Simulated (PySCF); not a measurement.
## TDDFT excited states: F2

Species: F2.
Z-matrix (Å and degrees, PBE0-D3(BJ)/def2-SVP geometry), rows numbered from 1:
```
F 
F   1  1.3766
```

Method used: TDDFT CAM-B3LYP/def2-SVPD, vertical, gas phase, core orbitals frozen in the response (PySCF).

Question: Predict the UV-vis stick spectrum at this level.

Answer: 

```json
{"state": "S1", "E (eV)": "4.86", "ν̃ (cm⁻¹)": "39190", "f": "0.0001", "symmetry": "–", "main configurations (H = HOMO, L = LUMO)": "H-1/H→L (99%)"}
{"state": "S2", "E (eV)": "4.86", "ν̃ (cm⁻¹)": "39190", "f": "0.0001", "symmetry": "–", "main configurations (H = HOMO, L = LUMO)": "H-1/H→L (99%)"}
{"state": "S3", "E (eV)": "8.76", "ν̃ (cm⁻¹)": "70650", "f": "0.0000", "symmetry": "–", "main configurations (H = HOMO, L = LUMO)": "H-3/H-2→L (99%)"}
{"state": "S4", "E (eV)": "8.76", "ν̃ (cm⁻¹)": "70650", "f": "0.0000", "symmetry": "–", "main configurations (H = HOMO, L = LUMO)": "H-3/H-2→L (99%)"}
{"state": "S5", "E (eV)": "12.85", "ν̃ (cm⁻¹)": "103660", "f": "0.0000", "symmetry": "–", "main configurations (H = HOMO, L = LUMO)": "H-1/H→L+2 (≥95%)"}
{"state": "S6", "E (eV)": "12.85", "ν̃ (cm⁻¹)": "103660", "f": "0.0000", "symmetry": "–", "main configurations (H = HOMO, L = LUMO)": "H-1/H→L+2 (≥95%)"}
{"state": "S7", "E (eV)": "13.25", "ν̃ (cm⁻¹)": "106870", "f": "0.034", "symmetry": "Πu", "main configurations (H = HOMO, L = LUMO)": "H-1/H→L+1 (≥96%)"}
{"state": "S8", "E (eV)": "13.25", "ν̃ (cm⁻¹)": "106870", "f": "0.034", "symmetry": "Πu", "main configurations (H = HOMO, L = LUMO)": "H-1/H→L+1 (≥96%)"}
{"state": "S9", "E (eV)": "13.28", "ν̃ (cm⁻¹)": "107070", "f": "0.401", "symmetry": "Σu+", "main configurations (H = HOMO, L = LUMO)": "H-4→L (44%), H-1/H→L+4 (≥26%), H-1/H→L+3 (≥26%)"}
```

Triplets (Tamm–Dancoff): T1 3.40 eV, H-1/H→L (98%); T2 3.40 eV, H-1/H→L (98%); T3 7.39 eV, H-3/H-2→L (98%); T4 7.39 eV, H-3/H-2→L (98%).

The lowest singlet level (S1/S2) comes at 255 nm (469 kJ/mol) in the ultraviolet; it is dark (f under 0.0005). The strongest level in the table is S9 at 13.28 eV (93 nm, f = 0.401). It is the last of those listed, so stronger ones may follow. S1/S2, S3/S4, S5/S6 and S7/S8 lie within about 0.01 eV of each other in each set; the point group D∞h has degenerate representations, and within a degenerate level the listed configurations can mix freely. Orbital energies (eV): HOMO-3 -17.41, HOMO-2 -17.41, HOMO-1 -13.50, HOMO -13.50, LUMO -2.39, LUMO+1 3.42, LUMO+2 3.66. The listed states span 8.42 eV, and the widest gap between neighbours is 4.09 eV (S4 to S5). Of the 9 states listed, 3 reach f = 0.01 and 6 stay under 0.0005. All these states lie below the vertical ionisation energy of 16.15 eV (ΔSCF). Symmetry labels in D∞h follow from the direction of the transition dipole and are given only for states with f of 0.002 or more. Orbitals of the list HOMO-3 to LUMO+2 that lie within 0.01 eV of each other are written together with a slash and their weights summed (≥ marks a lower bound); for degenerate orbitals outside that list single weights are arbitrary. The window holds the lowest 10 singlets. The highest level found (13.96 eV, f 0.0000 so far) is left out, since the window may have cut off a degenerate partner.
